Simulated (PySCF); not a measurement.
Gas-phase reaction: H₂BNH₂ + N₂ + 2 BH → 3 HBNH

Method: PySCF energies plus ideal-gas RRHO corrections (1 bar). † marks an energy on the PBE0/def2-TZVP geometry and frequencies; other levels use their own. All species are closed-shell singlets. B3LYP is the form with VWN-RPA correlation. H₂BNH₂, HBNH: computed as isolated molecules; such fragments, hydroxides, amides, oligomers or adducts are transient or little studied in the gas. The harmonic model lacks anharmonicity and excited electronic states, which grow with temperature; levels with a mode under 35 cm⁻¹ are left out.

| level | ΔE electronic, kJ | ΔH°(298 K), kJ | ΔS°(298 K), J/K | ΔG°(1600 K), kJ |
|---|---|---|---|---|
| B3LYP/def2-TZVP† | -720 | -695 | -133 | -497 |
| M06-2X/def2-TZVP† | -706 | -682 | -133 | -484 |
| PBE/def2-SVP | -778 | -752 | -136 | -548 |
| PBE0/def2-SVP† | -758 | -734 | -133 | -536 |
| PBE0/def2-TZVP | -731 | -707 | -133 | -509 |
| r2SCAN/def2-TZVP† | -761 | -737 | -133 | -539 |
| ωB97M-V/def2-TZVP† | -698 | -673 | -133 | -475 |
| ωB97X-V/def2-TZVP† | -683 | -658 | -133 | -460 |
ΔH° is lowest at PBE/def2-SVP and highest at ωB97X-V/def2-TZVP†. No reference value is set beside these.
